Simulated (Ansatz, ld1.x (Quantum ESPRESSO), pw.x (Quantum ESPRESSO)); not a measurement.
# H (fcc): variants of one TM potential in the solid

| Item | Value |
| --- | --- |
| Element | H |
| Generator | ld1.x (Quantum ESPRESSO) 7.5 |
| Type | norm-conserving Troullier–Martins (Kleinman–Bylander form) |
| Functional | PBEsol |
| Relativity | scalar-relativistic |
| Frozen core | none |
| Valence charge | 1 |
| Reference configuration | 1s1 |
| Partial waves | 2p channel at -0.1 Ry: rc 1.20 bohr; 1s (bound): rc 1.30 bohr |
| Local potential | the s channel |
| Core correction | none |

Crystal test: fcc H in pw.x 7.5, no spin, 18³ k-points, Fermi–Dirac smearing 0.01 Ry, cutoffs set for each file from its atomic test. The reference is all-electron LAPW (Ansatz 0.2.0) with the same functional, mesh and smearing; V0 and B0 come from Birch–Murnaghan fits to the pressures at five volumes. Errors are pseudo minus all-electron; Δ is the rms difference of the E(V) curves that follow from these fits, minima aligned, over ±6 % about the mean V0. Mesh and smearing are coarse, so the numbers serve the comparison and aren't converged zero-temperature values; the lattice is a test structure that the element need not adopt.

All-electron: a0 = 2.267 Å (V0 = 2.91 Å³/atom), B0 = 114.1 GPa.

2 further variants are left out: they gave no file fit for a test, a broken result, the same result as the base, or pressures whose basis-set error rivals the error shown.

```csv
change,cutoffs (Ry),pw.x,a0 (Å),a0 error (%),B0 error (%),Δ (meV/atom),mean pressure error (GPa)
base,45/180,converged,2.272,+0.21,-0.1,0.5,+0.72
wave 2p channel at -0.1 Ry: rc 1.20 bohr becomes 2p channel at -0.18 Ry: rc 1.20 bohr,45/180,converged,2.272,+0.21,-0.1,0.5,+0.74
wave 2p channel at -0.1 Ry: rc 1.20 bohr becomes 2p channel at 0.13 Ry: rc 1.20 bohr,45/180,converged,2.272,+0.19,-0.0,0.4,+0.67
```

Problem. Give the row for: wave 2p channel at -0.1 Ry: rc 1.20 bohr becomes 2p channel at 5.83 Ry: rc 1.20 bohr.

Solution. pw.x: converged; mean pressure error (GPa): +3.30; a0 (Å): 2.289; a0 error (%): +0.93; B0 error (%): -1.4; Δ (meV/atom): 2.0.
